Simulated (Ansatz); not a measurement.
I need a rigid scan of one bond length of BH3S2, SMILES SBS. Use the Python package of Ansatz (0.2.0). Use (for the species named): Hartree-Fock, 6-31G* basis, multiplicity 1.

```json
{"atom": "S", "x (Å)": "-1.3983", "y (Å)": "-0.3477", "z (Å)": "-0.8553"}
{"atom": "B", "x (Å)": "0.2366", "y (Å)": "-0.3705", "z (Å)": "-0.0381"}
{"atom": "S", "x (Å)": "0.8331", "y (Å)": "1.1164", "z (Å)": "0.9235"}
{"atom": "H", "x (Å)": "-0.8240", "y (Å)": "0.2285", "z (Å)": "-2.0575"}
{"atom": "H", "x (Å)": "0.9084", "y (Å)": "-1.3458", "z (Å)": "-0.1457"}
{"atom": "H", "x (Å)": "0.2863", "y (Å)": "0.6550", "z (Å)": "2.1270"}
```

`bh3s2_scan.py`:
```python
import ansatz
from ase import Atoms
import numpy as np

BASIS = "6-31G*"
FUNCTIONAL = "HF"


def main() -> None:
    atoms = Atoms(["S", "B", "S", "H", "H", "H"], positions=[
        (-1.3983, -0.3477, -0.8553),
        (0.2366, -0.3705, -0.0381),
        (0.8331, 1.1164, 0.9235),
        (-0.824, 0.2285, -2.0575),
        (0.9084, -1.3458, -0.1457),
        (0.2863, 0.655, 2.127),
    ])
    system = ansatz.Crystal.molecule_from_ase(atoms)

    symbols = [site.symbol for site in system.cartesian_sites]
    start = np.array([site.position_ang for site in system.cartesian_sites])
    axis = (start[4] - start[1]) / np.linalg.norm(start[4] - start[1])
    moving = [4]
    lengths, energies = [1.046, 1.094, 1.142, 1.189, 1.237, 1.284, 1.332, 1.403], []
    for length in lengths:
        xyz = start.copy()
        xyz[moving] += (length - np.linalg.norm(start[4] - start[1])) * axis
        point = ansatz.Crystal.molecule()
        for symbol, place in zip(symbols, xyz):
            point = point.atom(symbol, place.tolist())
        calc = (
            point.calculation()
            .basis(gaussian=BASIS)
            .functional(FUNCTIONAL)
        )
        rep = calc.run(threads=1).report
        energies.append(rep["free_energy_ev"])
        print(f"r = {length:6.3f} A  E = {energies[-1]:.5f} eV  <S^2> = {abs(rep['mean_field']['state']['spin_squared']):.3f}")

    fit = np.polynomial.Polynomial.fit(lengths, np.array(energies) - min(energies), 4).convert()
    roots = [r.real for r in fit.deriv().roots() if abs(r.imag) < 1e-9 and fit.deriv(2)(r.real) > 0]
    r_e = min(roots, key=lambda r: abs(r - lengths[int(np.argmin(energies))]))
    print(f"minimum of the fit at {r_e:.4f} A, force constant {fit.deriv(2)(r_e):.2f} eV/A^2")


if __name__ == "__main__":
    main()
```

```console
$ python bh3s2_scan.py
r =  1.046 A  E = -22352.37828 eV  <S^2> = 0.000
r =  1.094 A  E = -22352.57363 eV  <S^2> = 0.000
r =  1.142 A  E = -22352.67300 eV  <S^2> = 0.000
r =  1.189 A  E = -22352.69662 eV  <S^2> = 0.000
r =  1.237 A  E = -22352.66136 eV  <S^2> = 0.000
r =  1.284 A  E = -22352.58112 eV  <S^2> = 0.000
r =  1.332 A  E = -22352.46281 eV  <S^2> = 0.000
r =  1.403 A  E = -22352.23798 eV  <S^2> = 0.000
minimum of the fit at 1.1829 A, force constant 26.94 eV/A^2
```

What to keep in mind:
- Total energies depend on the basis set; only differences at equal settings carry meaning.
- The rest of the molecule is held rigid at a force-field or estimated start geometry, and the basis set is modest; single-reference methods fail as a bond breaks.
- Hartree-Fock leaves correlation out, so bond, atomisation and ionisation energies come out well too low.
- The orbitals are restricted, so S² is zero by construction.
- Wall time of the script: 2.7 s on 1 thread of Arm Neoverse V2, with other jobs on the host, peak memory 0.16 GiB.
